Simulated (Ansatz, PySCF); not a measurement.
System: C₄H₃O, charge 0, multiplicity 2. It need not be the lowest isomer of its formula. SMILES: [c]1ccoc1
Geometry: optimised at B3LYP-D3(BJ)/def2-TZVP (Ansatz, an electronic-structure program).
Markedly spin-contaminated UHF reference, which strains HF, MP2 and, less, CCSD(T): [c]1ccoc1.

Property: enthalpy of formation at 298 K (from the atomisation energy, B3LYP-D3(BJ)/def2-TZVP harmonic zero-point and thermal terms from Ansatz, and the atoms' enthalpies of formation in the G2/97 table; no spin-orbit terms, and no core term in the frozen-core levels), in kcal/mol. Correlated levels leave the core frozen unless marked. UHF or UKS for open shells. No spin-orbit coupling. No relativistic terms. The coupled-cluster limit lacks core correlation, which all-electron functionals hold. CBS(X,Y): correlation extrapolated as X^-3; Hartree-Fock from the larger set. [CCSD(T)-MP2]/basis is that difference in the basis named.

| level | program | enthalpy of formation at 298 K (kcal/mol) | minus last row |
|---|---|---|---|
| RI-HF/cc-pVQZ | Ansatz | 315.5 | 251.3 |
| r2SCAN/def2-TZVPD | Ansatz | 48.5 | -15.7 |
| PBE0/6-31G* | Ansatz | 45.6 | -18.6 |
| M06-2X/def2-TZVPD | PySCF | 56.0 | -8.2 |
| B2GP-PLYP-D4/def2-TZVPD | Ansatz + dftd4 | 69.2 | 5.0 |
| B2GP-PLYP/def2-TZVPD | Ansatz | 70.7 | 6.5 |
| SCS-MP2/6-31G | Ansatz | 206.4 | 142.2 |
| SCS-MP2/cc-pVDZ | Ansatz | 134.2 | 70.0 |
| CCSD(T)/cc-pVTZ | Ansatz | 88.1 | 23.9 |
| RI-MP2/CBS(cc-pVTZ,cc-pVQZ)+[CCSD(T)-MP2]/cc-pVTZ | Ansatz | 64.2 | 0.0 |
